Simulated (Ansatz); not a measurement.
Ideal-gas functions of `CS` at 400 K and 1 bar, from an Ansatz frequency run at PBE0-D4/def2-TZVP.

Molar mass 48.11 g/mol, point group Cs (symmetry number 1), electronic degeneracy 1, moments of inertia 4.896, 38.742, 40.416 u Å². Harmonic wavenumbers (cm⁻¹, unscaled): 244, 731, 804, 972, 1099, 1353, 1466, 1481, 2714, 3068, 3158, 3161.

Use S(trans) = R[1.5 ln M + 2.5 ln T − 1.1517]; rotational temperatures θ = 24.2544 K / I; S(rot) = R[ln(√π/σ · √(T³/θAθBθC)) + 1.5]; for each mode x = 1.438777 ν̃/T, S = R[x/(eˣ − 1) − ln(1 − e⁻ˣ)] and H = RT x/(eˣ − 1); 1 cm⁻¹ = 0.0119627 kJ/mol; R = 8.31446 J/(mol·K).

Task: By hand: the entropy, in J/(mol·K).

Result: Translation 163.3. Rotation: θ = 4.9539, 0.626, 0.6001 K, giving 89.4. Vibration, mode by mode: 9.66, 2.32, 1.89, 1.16, 0.80, 0.38, 0.27, 0.26, 0.01, 0.00, 0.00, 0.00, in all 16.8. Electronic 0.0. Sum 269.5 J/(mol·K).

Task: By hand: H − E and G − E in kJ/mol, counted from the electronic energy.

Result: Zero-point energy ½ × 20251 × 0.0119627 = 121.1; thermal vibration 4.2; translation, rotation and pV give 4 RT = 13.3. H − E = 138.6 kJ/mol, and G − E = 138.6 − 400 × 269.5/1000 = 30.8 kJ/mol.

Vibration gives 6 % of the entropy.
